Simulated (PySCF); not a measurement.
## Frontier orbitals and the lowest excitations

Species: CH3P.
Atom-mapped SMILES: `[CH2:1]=[PH:2]` (hydrogens: H3, H4 on C1; H5 on P2)

Method used: PySCF, TDDFT CAM-B3LYP/def2-SVPD, vertical, gas phase, core orbitals frozen in the response. Isolated species at its PBE0-D3(BJ)/def2-SVP geometry, gas phase.

Frontier orbitals with the atoms that hold most of them (Löwdin shares over 4%, at most four atoms; ? is withheld):

```
orbital  ε (eV)                           atoms
 HOMO-3  -14.04  C1 47%, H3 22%, P2 14%, H4 13%
 HOMO-2  -12.02  C1 35%, P2 35%, H5 17%, H4 12%
 HOMO-1   -9.31                               ?
   HOMO   -9.04    C1 45%, P2 41%, H4 5%, H3 5%
   LUMO       ?                               ?
 LUMO+1    1.34  C1 34%, P2 31%, H5 14%, H3 12%
 LUMO+2    2.34  P2 31%, H5 26%, C1 17%, H4 17%
```

(1) Which atoms hold the LUMO, and with what shares?

(2) Give the leading atoms of the HOMO-1.

(3) What is the LUMO energy, and the HOMO–LUMO gap?

Results:

(1) P2 (bonded to C and H) 49%; C1 (bonded to P and 2 H) 37%; H5 (bonded to P) 6%.

(2) P2 (bonded to C and H) 66%; C1 (bonded to P and 2 H) 16%; H5 (bonded to P) 14%.

(3) ε(LUMO) = -0.61 eV; the gap is 8.43 eV (0.3099 hartree).

Question: How does S1 compare with the orbital gap of 8.43 eV?

Answer: S1 is at 4.73 eV (f = 0.0094), 3.70 eV below the gap, made of HOMO-1→LUMO (99%). Its leading pair isn't HOMO and LUMO; the energies of that pair differ by 8.70 eV. 

Question: Give energy, strength and leading configuration of S1, S2, S3, S4 and S5, and follow the Löwdin shares of the leading atoms from the occupied to the empty orbital.

Answer: 
- S1 (4.73 eV, f 0.0094), HOMO-1→LUMO (99%): P2 66% → 49%, C1 16% → 37%
- S2 (5.83 eV, f 0.213), HOMO→LUMO (94%): C1 45% → 37%, P2 41% → 49%
- S3 (6.73 eV, f 0.027), HOMO→LUMO+1 (83%): C1 45% → 34%, P2 41% → 31%
- S4 (6.96 eV, f 0.0006), HOMO-2→LUMO (89%): C1 35% → 37%, P2 35% → 49%
- S5 (7.50 eV, f 0.125), HOMO-1→LUMO+1 (92%): P2 66% → 31%, C1 16% → 34%
